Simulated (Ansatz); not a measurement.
## O, triplet in aug-cc-pVDZ: errors against RCCSDTQ

A free O atom.

Basis aug-cc-pVDZ; Ansatz 0.2.0. Correlated methods freeze the noble-gas cores, which leaves 6 electrons in 22 orbitals. R marks a restricted (for open shells ROHF) determinant, U an unrestricted one. Active spaces: valence = (6e, 4o) chosen from the atoms' valence shells.

Full CI isn't at hand for all of this; RCCSDTQ serves as the reference, and is uncertain by about the last step of the cluster series. The frozen core follows each run's orbitals, which can shift R against U totals by a few meV.

For open shells CISD and CISDTQ are restricted-active-space CI with the open shells as a complete middle space.

```
UHF ⟨S²⟩                          : 2.008
T1 diagnostic (RCCSD)             : 0.0179
largest doubles amplitude (RCCSD) : 0.043
T1 diagnostic (UCCSD)             : 0.0097
```

Problem. From what is known of these methods and the diagnostics, rank them by the size of their error in total energy against RCCSDTQ in aug-cc-pVDZ, smallest first (an estimate: the text doesn't fix the numbers).
A. CISDTQ
B. MRCISD (valence space)
C. UHF
D. RCCSD
E. UMP2

Solution. A (0.2 kJ/mol), D (5.8 kJ/mol), B (12.6 kJ/mol), E (49.8 kJ/mol), C (339.6 kJ/mol).

All errors are against RCCSDTQ in aug-cc-pVDZ. Within each family the higher level lies nearer, as is usual though not guaranteed.

Natural occupations of CASSCF (valence space) about the gap: 2.000 2.000 1.000 1.000; effectively unpaired electrons, Σ n²(2−n)², 2.00.
